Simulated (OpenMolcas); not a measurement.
**BH2 (boron dihydride), step by step**

Wanted: the energy (UHF/3-21G), then the energy (CASSCF(3,3)/3-21G), then a single-point energy (CASPT2(3,3)/3-21G), then the energy (SC-NEVPT2(3,3)/3-21G), then a single-point energy (MRCI(3,3)/3-21G) of BH2 (boron dihydride). 

Program for the calculation: OpenMolcas 26.06.

## (1) The system as given

The species is BH2 (3 atoms), meant as a doublet with charge 0. As SMILES, `[BH2]`. The B1–H3 distance was set to 2.898 Å, away from the relaxed value. At this shape a bond of the SMILES string is far longer than usual.

Bond lengths: B1–H2 1.159 Å.

## (2) The energy at UHF/3-21G (run 1)

Contents of mol.xyz:

```xyz
3

B      1.471420     0.813085     0.906064
H      1.488600     1.964635     1.038404
H     -0.542860    -0.819090    -0.389630
```

Contents of step1.input:

```
&GATEWAY
BasLib = $CurrDir
Coord = mol.xyz
Basis = 3-21G
Group = NoSym
&SEWARD
&SCF
UHF
Spin = 2
Scramble = 0.25
PrOrbitals = 1 1
```

The basis set 3-21G is read from a file made from the Basis Set Exchange's data (not shown).

Started as:

```
$ export MOLCAS_MEM=1860
$ pymolcas step1.input > step1.log
```

The program printed:

```text
--- Start Module: gateway ---
[...]
--- Stop Module: gateway /rc=_RC_ALL_IS_WELL_ ---
--- Start Module: seward ---
[...]
      Basis functions           13
--- Stop Module: seward /rc=_RC_ALL_IS_WELL_ ---
--- Start Module: scf ---
[...]
       Convergence after  29 Iterations
[...]
::    Total SCF energy                                -25.4790924862
[...]
      Total spin, S                                     0.7104872046
[...]
      Total electronic charge=    7.000000
      Total            charge=   -0.000000
[...]
      Dipole Moment (debye):
      Origin of the operator (angstrom)=    1.3169    0.7759    0.8160
                   X=  6.4091E-02               Y=  1.1972E+00               Z=  1.6333E-01           Total=  1.2100E+00
      Quadrupole Moment (debye*angstrom):
[...]
--- Stop Module: scf /rc=_RC_ALL_IS_WELL_ ---
[...]
```

It took 2 s on 1 thread of Arm Neoverse V1, shared host; peak memory 0.37 GiB.

## (3) A single-point energy at CASSCF(3,3)/3-21G (run 2)

mol.xyz is that of step 2.

Contents of step2.inp:

```
>>> EXPORT MOLCAS_PRINT=2

&GATEWAY
 BasLib
 $CurrDir
 Coord
 mol.xyz
 Basis
 3-21G
 Group
 NoSym

&SEWARD

&RASSCF
 FileOrb
 $CurrDir/step1.UnaOrb
 Spin
 2
 Nactel
 3 0 0
 Inactive
 2
 Ras2
 3
 OrbListing
 Nothing
```

The basis set 3-21G is read from a file made from the Basis Set Exchange's data (not shown).

Started as:

```
$ export MOLCAS_MEM=1860
$ pymolcas step2.inp > step2.log
```

The program printed:

```text
--- Start Module: gateway ---
[...]
--- Stop Module: gateway /rc=_RC_ALL_IS_WELL_ ---
--- Start Module: seward ---
[...]
      Basis functions           13
--- Stop Module: seward /rc=_RC_ALL_IS_WELL_ ---
--- Start Module: rasscf ---
[...]
      Number of active orbitals                  3
[...]
      Spin quantum number                      0.5
[...]
      Active orbitals                            3
[...]
      Number of CSFs                             8
[...]
      Number of root(s) required                 1
[...]
      Convergence after 15 iterations
[...]
      printout of CI-coefficients larger than  0.05 for root  1
      energy=     -25.486608
      conf/sym  111     Coeff  Weight
             1  2u0  -0.97704 0.95460
             4  udu  -0.07117 0.00506
             8  0u2  -0.19141 0.03664
      Natural orbitals and occupation numbers for root  1
      sym 1:   1.917092   1.000020   0.082888
      ************************************************************************************************************************
      *                                                    Final results                                                     *
[...]
::    RASSCF root number  1 Total energy:    -25.48660796
[...]
      Total electronic charge=    7.000000
      Total            charge=   -0.000000
[...]
      Dipole Moment (debye):
      Origin of the operator (angstrom)=    1.3169    0.7759    0.8160
                   X=  2.7164E-02               Y=  1.4719E+00               Z=  1.7205E-01           Total=  1.4821E+00
      Quadrupole Moment (debye*angstrom):
[...]
--- Stop Module: rasscf /rc=_RC_ALL_IS_WELL_ ---
[...]
```

Run time: 1.9 s. Hardware: 1 thread of Arm Neoverse V1, shared host; peak memory 0.37 GiB.

## (4) A single-point energy at CASPT2(3,3)/3-21G (run 3)

mol.xyz is that of step 3.

Contents of step3.input:

```
* BH2 CASPT2
>>> EXPORT MOLCAS_PRINT=2

&gateway
  baslib=$CurrDir
  coord=mol.xyz
  basis=3-21G
  group=NoSym

&seward

&rasscf
  fileorb=$CurrDir/step2.RasOrb
  spin=2
  nactel=3 0 0
  inactive=2
  ras2=3
  orblisting=Nothing

&caspt2
  imaginary=0.1
  frozen=1
```

The basis set 3-21G is read from a file made from the Basis Set Exchange's data (not shown).

Started as:

```
$ export MOLCAS_MEM=1860
$ pymolcas step3.input > step3.log
```

The program printed:

```text
--- Start Module: gateway ---
[...]
--- Stop Module: gateway /rc=_RC_ALL_IS_WELL_ ---
[...]
      Basis functions           13
[...]
--- Start Module: rasscf ---
[...]
      Number of active orbitals                  3
[...]
      Spin quantum number                      0.5
[...]
      Active orbitals                            3
[...]
      Number of CSFs                             8
[...]
      Number of root(s) required                 1
[...]
      Convergence after  4 iterations
[...]
      printout of CI-coefficients larger than  0.05 for root  1
      energy=     -25.486608
      conf/sym  111     Coeff  Weight
             1  2u0  -0.97704 0.95461
             4  udu  -0.07117 0.00506
             8  0u2  -0.19140 0.03664
      Natural orbitals and occupation numbers for root  1
      sym 1:   1.917094   1.000020   0.082886
      ************************************************************************************************************************
      *                                                    Final results                                                     *
[...]
::    RASSCF root number  1 Total energy:    -25.48660796
[...]
      Total electronic charge=    7.000000
      Total            charge=   -0.000000
[...]
      Dipole Moment (debye):
      Origin of the operator (angstrom)=    1.3169    0.7759    0.8160
                   X=  2.7107E-02               Y=  1.4719E+00               Z=  1.7202E-01           Total=  1.4822E+00
      Quadrupole Moment (debye*angstrom):
[...]
--- Stop Module: rasscf /rc=_RC_ALL_IS_WELL_ ---
--- Start Module: caspt2 ---
[...]
 ###    WARNING: User changed nr of frozen orbitals.                         ###
 ###############################################################################
[...]
      E2 (Variational):          -0.0283002326
      Total energy:             -25.5149081935
[...]
      Reference weight:           0.98573
[...]
::    CASPT2 Root  1     Total energy:    -25.51490819
[...]
--- Stop Module: caspt2 /rc=_RC_ALL_IS_WELL_ ---
[...]
```

It took 1.8 s on 1 thread of Arm Neoverse V1, shared host; peak memory 0.37 GiB.

## (5) A single-point energy at SC-NEVPT2(3,3)/3-21G (run 4)

mol.xyz is that of step 4.

Contents of step4.input:

```
* BH2 NEVPT2
&GATEWAY
BasLib = $CurrDir
Coord = mol.xyz
Basis = 3-21G
Group = NoSym
&SEWARD
&RASSCF
FileOrb = $CurrDir/step2.RasOrb
Spin = 2
Nactel = 3 0 0
Inactive = 2
Ras2 = 3
OrbListing = Nothing
&CASPT2
SC-NEVPT2
Frozen = 1
```

The basis set 3-21G is read from a file made from the Basis Set Exchange's data (not shown).

Started as:

```
$ export MOLCAS_MEM=1860
$ pymolcas step4.input > step4.log
```

The program printed:

```text
--- Start Module: gateway ---
[...]
--- Stop Module: gateway /rc=_RC_ALL_IS_WELL_ ---
[...]
      Basis functions           13
[...]
--- Start Module: rasscf ---
[...]
      Number of active orbitals                  3
[...]
      Spin quantum number                      0.5
[...]
      Active orbitals                            3
[...]
      Number of CSFs                             8
[...]
      Number of root(s) required                 1
[...]
      Convergence after  4 iterations
[...]
      printout of CI-coefficients larger than  0.05 for root  1
      energy=     -25.486608
      conf/sym  111     Coeff  Weight
             1  2u0  -0.97704 0.95461
             4  udu  -0.07117 0.00506
             8  0u2  -0.19140 0.03664
      Natural orbitals and occupation numbers for root  1
      sym 1:   1.917094   1.000020   0.082886
      ************************************************************************************************************************
      *                                                    Final results                                                     *
[...]
::    RASSCF root number  1 Total energy:    -25.48660796
[...]
      Total electronic charge=    7.000000
      Total            charge=   -0.000000
[...]
      Dipole Moment (debye):
      Origin of the operator (angstrom)=    1.3169    0.7759    0.8160
                   X=  2.7107E-02               Y=  1.4719E+00               Z=  1.7202E-01           Total=  1.4822E+00
      Quadrupole Moment (debye*angstrom):
[...]
--- Stop Module: rasscf /rc=_RC_ALL_IS_WELL_ ---
--- Start Module: caspt2 ---
[...]
 ###    WARNING: User changed nr of frozen orbitals.                         ###
 ###############################################################################
[...]
      E2 (Variational):          -0.0260790892
[...]
      E2 (Variational):          -0.0260622511
      Total energy:             -25.5126702121
[...]
      Reference weight:           0.98845
[...]
::    SC-NEVPT2 Root  1     Total energy:    -25.51267021
[...]
--- Stop Module: caspt2 /rc=_RC_ALL_IS_WELL_ ---
[...]
```

It took 1.7 s on 1 thread of Arm Neoverse V1, shared host; peak memory 0.37 GiB.

## (6) The energy at MRCI(3,3)/3-21G (run 5)

mol.xyz is that of step 5.

Contents of step5.inp:

```
&GATEWAY
 BasLib
 $CurrDir
 Coord
 mol.xyz
 Basis
 3-21G
 Group
 NoSym

&SEWARD

&RASSCF
 FileOrb
 $CurrDir/step2.RasOrb
 Spin
 2
 Nactel
 3 0 0
 Inactive
 2
 Ras2
 3
 OrbListing
 Nothing

&MOTRA
 LumOrb
 Frozen
 1

&GUGA
 Electrons
 5
 Spin
 2
 Inactive
 1
 Active
 3
 CIAll
 1

&MRCI
 SDCI
```

The basis set 3-21G is read from a file made from the Basis Set Exchange's data (not shown).

Started as:

```
$ export MOLCAS_MEM=1860
$ pymolcas step5.inp > step5.log
```

The program printed:

```text
--- Start Module: gateway ---
[...]
--- Stop Module: gateway /rc=_RC_ALL_IS_WELL_ ---
[...]
      Basis functions           13
[...]
      Number of active orbitals                  3
[...]
      Spin quantum number                      0.5
[...]
      Active orbitals                            3
[...]
      Number of CSFs                             8
[...]
      Number of root(s) required                 1
[...]
      Convergence after  4 iterations
[...]
      printout of CI-coefficients larger than  0.05 for root  1
      energy=     -25.486608
      conf/sym  111     Coeff  Weight
             1  2u0  -0.97704 0.95461
             4  udu  -0.07117 0.00506
             8  0u2  -0.19140 0.03664
      Natural orbitals and occupation numbers for root  1
      sym 1:   1.917094   1.000020   0.082886
      ************************************************************************************************************************
      *                                                    Final results                                                     *
[...]
::    RASSCF root number  1 Total energy:    -25.48660796
[...]
      Dipole Moment (debye):
      Origin of the operator (angstrom)=    1.3169    0.7759    0.8160
                   X=  2.7107E-02               Y=  1.4719E+00               Z=  1.7202E-01           Total=  1.4822E+00
      Quadrupole Moment (debye*angstrom):
[...]
      *** WARNING: Default frozen orbitals is overwritten by user input.
      *** Default values:   1
[...]
--- Start Module: guga ---
[...]
--- Stop Module: guga /rc=_RC_ALL_IS_WELL_ ---
--- Start Module: mrci ---
[...]
       (But an ACPF correction will be computed)
       USE THE DEFAULT ACPF G-VALUE GFAC=  0.40000000000000002
[...]
                      CI ENERGY:   -25.52974372
[...]
                ACPF CORRECTION:    -0.00127734
[...]
      Total electronic charge=    7.000000
      Total            charge=    0.000000
[...]
     ACPF CORRECTION:     -0.00127734
[...]
  CI State   1     Total energy:    -25.52974372     QDav:     -0.00217177     QACPF:     -0.00127734
[...]
--- Stop Module: mrci /rc=_RC_ALL_IS_WELL_ ---
[...]
```

Wall time 1.8 s (1 thread of Arm Neoverse V1, shared host); peak memory 0.37 GiB.

## (7) What came out

```
                                                   quantity         value
                             run 1, UHF/3-21G: total energy  -25.47909 Eh
                            run 1, UHF/3-21G: dipole moment        1.21 D
       run 1, UHF/3-21G: HOMO energy (highest over α and β)      -9.80 eV
        run 1, UHF/3-21G: LUMO energy (lowest over α and β)       2.00 eV
                                     run 1, UHF/3-21G: ⟨S²⟩         1.215
                     run 2, CASSCF(3,3)/3-21G: total energy  -25.48661 Eh
   run 2, CASSCF(3,3)/3-21G: dipole moment (CASSCF density)        1.48 D
                     run 3, CASPT2(3,3)/3-21G: total energy  -25.51491 Eh
   run 3, CASPT2(3,3)/3-21G: dipole moment (CASSCF density)        1.48 D
                  run 4, SC-NEVPT2(3,3)/3-21G: total energy  -25.51267 Eh
run 4, SC-NEVPT2(3,3)/3-21G: dipole moment (CASSCF density)        1.48 D
                       run 5, MRCI(3,3)/3-21G: total energy  -25.52974 Eh
     run 5, MRCI(3,3)/3-21G: dipole moment (CASSCF density)        1.48 D
```

**Reading.** ⟨S²⟩ (run 1, UHF/3-21G) is 1.22 where a pure doublet has 0.75: the reference is spin-contaminated. Mulliken charges (run 1, UHF/3-21G) run from -0.10 on H2 to +0.11 on B1; they depend strongly on the basis. Mulliken charges (run 2, CASSCF(3,3)/3-21G) run from -0.13 on H2 to +0.13 on B1. Mulliken charges (run 3, CASPT2(3,3)/3-21G) of the CASSCF density run from -0.13 on H2 to +0.13 on B1; they depend strongly on the basis. Mulliken charges (run 4, SC-NEVPT2(3,3)/3-21G) of the CASSCF density run from -0.13 on H2 to +0.13 on B1; they depend strongly on the basis.
